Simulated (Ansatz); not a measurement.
**CAM-B3LYP/aug-cc-pVTZ run of [NH2]− (SMILES [NH2-])**

Aim: the energy change on altering one bond length of [NH2]− at CAM-B3LYP/aug-cc-pVTZ, from 2 runs. 

Program for the calculation: Ansatz 0.2.0.

## (1) The structure to begin with

The species is [NH2]− (3 atoms), meant as a singlet with charge -1. SMILES: `[NH2-]`. Geometry: relaxed at PBE0-D4/def2-TZVPD.

Bond lengths: N1–H2 1.027 Å, N1–H3 1.027 Å. Angles: H2–N1–H3 101.8°.

## (2) A single-point energy at CAM-B3LYP/aug-cc-pVTZ

File molecule.yaml:

```yaml
crystal:
  periodic: [false, false, false]
  atoms:
    - {symbol: N, position_ang: [0.342200, -0.203000, 0.168700]}
    - {symbol: H, position_ang: [0.125500, 0.801200, 0.156000]}
    - {symbol: H, position_ang: [-0.467700, -0.598200, -0.324700]}
basis:
  gaussian:
    orbitals: aug-cc-pVTZ
total_charge: -1
hamiltonian:
  xc: {name: CAM-B3LYP}
accuracy: high
output: {orbitals: {seedname: orbitals}}
```

On the command line:

```sh
$ ansatz run molecule.yaml --threads 1 --pin off --max-ram 3480MiB --events-out events.jsonl --progress --plain --runs-dir runs
```

The log of the run:

```text
Warning: RAYON_NUM_THREADS=1 ignored (pool sized by the plan → 1); use --threads N
Functional definition: CAM-B3LYP
  name "CAM-B3LYP"
  parameter alpha = 0.19
  parameter beta = 0.46
  parameter omega = 0.33/bohr
  parameter ac = 0.81
  exchange = (1 - alpha - beta)*b88_x + beta*b88_x_sr(omega) + alpha*exact_x + beta*exact_x_lr(omega)
  correlation = (1 - ac)*vwn5_c + ac*lyp_c
1355 factors; integrals over basis functions are off by at most 2.9e-9 eV
305 factors; integrals over basis functions are off by at most 2.4e-9 eV
mean field evaluation 1: about -1521.0241 eV, gradient 7.0e0 eV
mean field evaluation 2: about -1521.1761 eV, gradient 2.8e0 eV
mean field evaluation 4: about -1521.1924 eV, gradient 7.1e-1 eV
mean field evaluation 8: about -1521.1964 eV, gradient 1.8e-2 eV
mean field evaluation 16: about -1521.1964 eV, gradient 1.3e-5 eV
mean field -1521.19637221 eV, -55.9029355748 hartree, gradient 8.1e-8 eV, S^2 0.000000; 0 other end points of the search recorded, 0 dependent functions left out
reference -1521.19638501 eV, -55.9029360452 hartree; 5, 5 occupied and 87, 87 virtual orbitals, 1355 factors
Total energy: -1521.19638501 eV, -55.9029360452 hartree
```

It took 2.7 s on 1 thread of Arm Neoverse V1, shared host; peak memory 0.18 GiB.

## (3) The distorted shape

File run.yaml:

```yaml
crystal:
  periodic: [false, false, false]
  atoms:
    - {symbol: N, position_ang: [0.374704, -0.353627, 0.170605]}
    - {symbol: H, position_ang: [0.125500, 0.801200, 0.156000]}
    - {symbol: H, position_ang: [-0.435196, -0.748827, -0.322795]}
basis:
  gaussian: {orbitals: aug-cc-pVTZ}
total_charge: -1
accuracy: high
hamiltonian: {xc: {name: CAM-B3LYP}}
output: {orbitals: {seedname: orbitals}}
```

On the command line:

```sh
$ ansatz run run.yaml --threads 1 --pin off --max-ram 3480MiB --events-out events.jsonl --progress --plain --runs-dir runs
```

The log of the run, shortened:

```text
Warning: RAYON_NUM_THREADS=1 ignored (pool sized by the plan → 1); use --threads N
[... 8 set-up lines as earlier in the session ...]
1374 factors; integrals over basis functions are off by at most 3.5e-9 eV
309 factors; integrals over basis functions are off by at most 2.7e-9 eV
mean field evaluation 1: about -1520.6033 eV, gradient 9.8e0 eV
mean field evaluation 2: about -1520.6463 eV, gradient 1.0e1 eV
mean field evaluation 4: about -1520.8459 eV, gradient 2.6e-1 eV
mean field evaluation 8: about -1520.8473 eV, gradient 2.1e-2 eV
mean field evaluation 16: about -1520.8473 eV, gradient 5.9e-6 eV
mean field -1520.84734181 eV, -55.8901089441 hartree, gradient 2.3e-8 eV, S^2 0.000000; 0 other end points of the search recorded, 0 dependent functions left out
reference -1520.84735493 eV, -55.8901094263 hartree; 5, 5 occupied and 87, 87 virtual orbitals, 1374 factors
Total energy: -1520.84735493 eV, -55.8901094263 hartree
```

Run time: 2.8 s. Hardware: 1 thread of Arm Neoverse V1, shared host; peak memory 0.18 GiB.

## (4) Summary of results

Level: CAM-B3LYP/aug-cc-pVTZ.

| quantity | value |
| --- | --- |
| first shape: total energy | -55.90294 Eh |
| first shape: HOMO energy | 0.12 eV |
| first shape: LUMO energy | 3.99 eV |
| first shape: HOMO–LUMO gap (to an unbound level, set by the basis) | 3.87 eV |
| distorted shape: total energy | -55.89011 Eh |
| distorted shape: HOMO energy | 0.05 eV |
| distorted shape: LUMO energy | 3.98 eV |
| distorted shape: HOMO–LUMO gap (to an unbound level, set by the basis) | 3.93 eV |
| energy change with the N1–H2 bond stretched from 1.027 to 1.181 Å | 0.349 eV |

In words: With the N1–H2 bond stretched from 1.027 to 1.181 Å the energy rises by 0.35 eV (33.7 kJ/mol). The first shape isn't relaxed at this level, so the change isn't measured from a minimum. The HOMO (first shape) lies at positive energy, 0.12 eV; only total energies tell whether the electron is bound. The HOMO (distorted shape) lies at positive energy, 0.05 eV; only total energies tell whether the electron is bound.
